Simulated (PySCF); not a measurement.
Stepwise substitution at one centre (Al F-I). All species are isolated molecules in the gas phase. Strings in code marks are SMILES.

The vertical ionisation energy (Delta-SCF) from two functionals at the same geometries (B3LYP-D3(BJ)/def2-TZVP), both in PySCF: PBE-D3(BJ)/def2-TZVP and B3LYP-D3(BJ)/def2-TZVP. B3LYP has the VWN-RPA correlation part, as in Gaussian. Delta-SCF ions had no search for a lower state. 

```
species                                     B3LYP-D3(BJ)/def2-TZVP (eV)
------------------------------------------  ---------------------------
0 of 3 F replaced by I (`[F][Al]([F])[F]`)                        14.32
1 of 3 F replaced by I                                            10.78
2 of 3 F replaced by I (`[F][Al]([I])[I]`)                         9.80
3 of 3 F replaced by I (`[I][Al]([I])[I]`)                         9.28
```

**Question.** What does PBE-D3(BJ)/def2-TZVP give for each?

**Answer.** 
- 0 of 3 F replaced by I (`[F][Al]([F])[F]`): 13.52
- 1 of 3 F replaced by I: 10.61
- 2 of 3 F replaced by I (`[F][Al]([I])[I]`): 9.52
- 3 of 3 F replaced by I (`[I][Al]([I])[I]`): 8.94
Over these rows, drawn at random from the members with no instability flagged (it was tested for open shells, ions and some series alone), PBE minus B3LYP-D3(BJ): mean -0.40 eV, from -0.80 eV to -0.18 eV.
